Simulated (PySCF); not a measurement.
Structure problem from calculated spectra and properties.

Elements present: C, H and O. Monoisotopic mass: 88.0888 u.

| Item | Value |
| --- | --- |
| 1H NMR | chemical shifts (computed TMS as zero) by class: 3.63 (2 H), 1.53 (1 H), 1.37 (2 H), 0.90 (6 H), -0.13 (1 H) ppm [GIAO PBE0/pcSseg-2] |
| Dipole | 1.79 D [PBE0/pcSseg-2] |
| 13C NMR | chemical shifts (computed TMS as zero) by class: 69.0 (1 C), 49.5 (1 C), 30.3 (1 C), 25.5 (2 C) ppm [GIAO PBE0/pcSseg-2] |
| Rotational structure | rotational constants A, B, C: 6.916, 1.744, 1.494 GHz [PBE0-D3(BJ)/def2-TZVP] |
| NMR, other nuclei | isotropic shieldings of nuclei other than C and H, by class: 286 (1 O) ppm [GIAO PBE0/pcSseg-2] |

Gas-phase values; electronic properties from PySCF, density fitting. Levels stand in brackets. The structure is a single PBE0-D3(BJ)/def2-TZVP conformer in the gas phase; no vibrational or solvent corrections. Each NMR value is the plain mean over a class of atoms that symmetry, rotation or inversion makes alike.

Q: Which formula fits the mass and the elements?

A: C5H12O (calculated 88.0888). No other formula that holds each of these elements comes within 0.0003 u with a fitting electron parity and a possible valence count.

Q: What is the compound? Reason from the data.

A: Numbering: `[CH3:1][CH:2]([CH3:3])[CH2:4][CH2:5][OH:6]`. Its formula, C5H12O, gives 0 degrees of unsaturation, so no ring and no π bond. 5 carbons fall into 4 classes; from least to most shielded: carbinol carbon (C–OH) [C5] (69.0 ppm), chain CH2 carbon [C4] (49.5 ppm), sp3 CH carbon [C2] (30.3 ppm), methyl carbon [C1/C3] (25.5 ppm, 2 C, up to 3.9 ppm apart in this geometry). Hydrogen classes from least to most shielded: 2 H on a carbinol carbon (C–OH), C5 (3.63 ppm), 1 H on an sp3 CH carbon, C2 (1.53 ppm), 2 H on a chain CH2 carbon, C4 (1.37 ppm), 6 H on 2 methyl carbons, C1/C3 (0.90 ppm, a mean of values up to 0.7 ppm apart in this geometry), 1 H on an alcohol oxygen, O6 (-0.13 ppm). The other shieldings belong to: 286 ppm, alcohol oxygen [O6]. The optimised geometry has point group C1 and is an asymmetric top. Structure: 3-methyl-1-butanol, `CC(C)CCO`. Computed isomers that give other values at the same levels: `CCCCCO` (rotational constant A: 15.795 GHz; this holds for the one conformer computed); `CCCCOC` (smallest rotational constant: 1.586 GHz; this holds for the one conformer computed); `COCC(C)C` (smallest rotational constant: 1.625 GHz; this holds for the one conformer computed). The assignments are read from this structure; whether some other isomer fits the data as well wasn't checked.

The values belong to the conformer `[CH3:1][CH:2]([CH3:3])[CH2:4][CH2:5][OH:6]`: C1–C2–C4–C5 174°, C2–C4–C5–O6 -177°, H–O6–C5–C4 57°.
